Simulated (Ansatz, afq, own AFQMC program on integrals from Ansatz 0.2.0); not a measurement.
Integrals from Ansatz 0.2.0, then the random walk in our own AFQMC program (afq).

```yaml
crystal:
  periodic: [false, false, false]
  atoms:
    - {symbol: B, position_ang: [0.000000, 0.000000, 0.000000]}
    - {symbol: H, position_ang: [0.000000, 0.000000, -1.179181]}
    - {symbol: H, position_ang: [0.000000, 0.000000, 1.179181]}
basis:
  gaussian: {orbitals: aug-cc-pVTZ}
magnetization: {spin_polarized: true, initial_magnetization: 1}
correlation: {method: ccsd_t, electrons: outside_noble_gas, hamiltonian_folder: ham}
```

```sh
$ ansatz run in.yaml --threads 1 --pin off --events-out ev --progress --plain --max-ram 16896MiB --backend cuda --devices 0, --max-vram 18GiB
```

Options of the walk:

```
--method phaseless --trial cisd --walkers 800 --populations 20 --least-time 60 --time-step 0.005 --steps-per-block 50 --equilibration-blocks 28 --max-blocks 4000 --target-error 0.00014 --factor-cut 1e-05 --start spin_pure --seed 3968 --release-times 0.24,0.51,0.99,1.62,2.4 --release-step 0.03 --release-every 3 --taylor-order 6
```

Times are imaginary, in 1/Eh. The walk had a cap of 225 s. With eight or more populations the least sampling time is a fifth of least-time, and the error comes from their spread.

afq prints:

```
orbitals 91  electrons 3 2  factors 516 of 516
reference energy -25.74433156 Eh
CCSD correlation -0.10497355 Eh in 10 cycles, weight of the determinant in the CISD state 0.9466
energy of the start -25.849157 Eh
 block  time / (1/Eh)  mean weight  energy / Eh
     1     0.250  1.0000  -25.849175
     2     0.500  1.0000  -25.849711
     3     0.750  1.0005  -25.850223
     4     1.000  0.9997  -25.850713
     5     1.250  1.0002  -25.851268
    10     2.500  0.9999  -25.851994
    15     3.750  0.9999  -25.852188
    20     5.000  1.0006  -25.852115
    25     6.250  0.9991  -25.851875
    30     7.500  0.9998  -25.852134
    35     8.750  1.0000  -25.852086
    40    10.000  0.9996  -25.852059
    45    11.250  0.9998  -25.851241
    50    12.500  0.9995  -25.851917
    55    13.750  1.0000  -25.851854
    60    15.000  1.0000  -25.852213
    65    16.250  1.0001  -25.852415
    66    16.500  0.9998  -25.852557
    70    17.500  1.0003  -25.851823
    75    18.750  1.0000  -25.851744
    78    19.500  1.0001  -25.851579
error from the spread of 20 populations
released: time / (1/Eh)  energy / Eh  error  mean overlap
  0.24  -25.851952  0.000069  0.9950
  0.51  -25.851961  0.000068  0.9975
  0.99  -25.851978  0.000052  1.0007
  1.62  -25.852027  0.000062  0.9958
  2.40  -25.852015  0.000063  0.9859
energy -25.851936 +/- 0.000086 Eh
(rows thinned)
```

The run passed its tests (sampling time, drift between the halves within three errors, error under three times the target), which doesn't prove that it has relaxed.

Against this walk (error 2.3 meV) on the same determinant: CCSD(T) 11.5 meV higher, CCSDT(Q) 2.3 meV lower (within the noise). The error is statistical and leaves out the bias of the constraint. Released to 2.40 1/Eh the energy moves by -2 ± 3 meV (both errors), within twice the noise.

Cautions: constraint bias not in the error.

The walk took 38 s on 1 × NVIDIA H100 80GB HBM3 with 2 threads of AMD EPYC 7R13 Processor (Zen 3), on a shared host (the card was shared). The log's last line is the phaseless energy.

CCSDT and higher add their correlation energy to the determinant of the CCSD(T) run, since their own runs factorise the integrals more tightly (a shift of under 2 meV). A walk keeps the symmetry of its determinant, which the program's search chose and which needn't be the lowest solution, so a lower state of the same spin and another symmetry isn't excluded.
